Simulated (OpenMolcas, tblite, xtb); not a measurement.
# How methods differ on C2H6Al (SMILES [CH3][Al][CH3])

The species is C2H6Al (9 atoms), meant as a doublet with charge 0. As SMILES, `[CH3][Al][CH3]`. Geometry: relaxed at PBE0-D4/def2-TZVP.

Each level gives the dipole moment (D). The values are calculated.

| level | kind | program | value (D) | CPU time |
| --- | --- | --- | --- | --- |
| GFN0-xTB | semi-empirical | xtb | 1.14 | under 2 s |
| IPEA1-xTB | semi-empirical | tblite | 0.14 | under 2 s |
| UHF/def2-SVPD | Hartree–Fock | OpenMolcas | 0.29 | 28 s |
| USVWN5/def2-SVPD | LDA | OpenMolcas | 0.55 | 61 s |
| UBLYP/def2-SVPD | GGA | OpenMolcas | 0.38 | 96 s |
| UPBE/def2-SVPD | GGA | OpenMolcas | 0.50 | 95 s |
| U-r2SCAN/def2-SVPD | meta-GGA | OpenMolcas | 0.47 | 1.7 min |
| UBHLYP/def2-SVPD | global hybrid | OpenMolcas | 0.27 | 86 s |

The values span 0.14 to 1.14 D. Magnitudes only. Times are those of the runs behind each value, whatever else they computed, on shared processors of several kinds: orders of magnitude only.
